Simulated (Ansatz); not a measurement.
## Rhenium, hcp: convergence with cold smearing

Computed with Ansatz, PBE, scalar-relativistic PAW, on the relaxed cell (a = 2.777 Å, c = 4.479 Å (c/a = 1.613); spin not included). Errors count from a run at 420 eV on a Γ-centred 21×21×12 mesh with Fermi-Dirac smearing of 0.1 eV, extrapolated to zero width. Fixed here: cutoff 420 eV, mesh 13×13×7. The SCF starts from atomic densities corrected by a trained network.

```tsv
width (eV)	E(σ→0) error (meV/atom)	F error (meV/atom)	P (GPa)	SCF iterations
0.01	0.2	0.2	-0.15	5
0.03	0.2	0.2	-0.20	5
0.1	0.3	0.6	-0.30	5
0.2	0.7	1.2	-0.27	5
0.3	0.1	2.8	-0.26	5
0.6	4.2	18.0	-0.52	5
```

What does the run at 1.0 give (width)?

E(σ→0) error (meV/atom): 19.4; F error (meV/atom): 51.9; P (GPa): -0.99; SCF iterations: 5.
